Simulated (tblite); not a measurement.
Problem. Write Cartesian coordinates for InChI=1S/C3H3ClO/c1-2-3(4)5/h2H,1H2 as optimised with GFN2-xTB.

Solution. 
```xyz
8
C3H3ClO angstrom
C     -1.279   -0.154   -0.096
C     -0.101    0.124    0.452
C      1.125    0.018   -0.338
O      1.246   -0.297   -1.477
Cl     2.559    0.432    0.621
H     -1.347   -0.461   -1.127
H     -2.198   -0.085    0.461
H      0.005    0.433    1.480
```

Orientation and origin are arbitrary. Atoms count from 1 in this order. Of the pairs four or more bonds apart, O4···H6 is among the closest relative to their van der Waals radii: 2.62 Å, 96 % of the sum of Bondi's values. The 5 heavy atoms lie in one plane (0.001 Å rms). The C–C distances run from 1.329 Å (C1=C2, drawn double) to 1.462 Å (C2–C3, drawn single), a spread of 0.133 Å.

Bonds between heavy atoms (Å): C1=C2 1.329, C2–C3 1.462, C3=O4 1.188, C3–Cl5 1.774.

Computed geometry: GFN2-xTB, gas phase.

Point group: Cs (tolerance 0.08 Å). Its GFN2-xTB frequencies are all real (lowest 70 cm⁻¹). The numbers are those of one conformer (C1–C2–C3–O4 0°). 3 starts were optimised and ended at 0.00, 0.00 and 0.20 kcal/mol (GFN2-xTB); the lowest of these is shown.

Run on an Arm Neoverse V1 with one thread, shared host. This is the geometry optimisation.
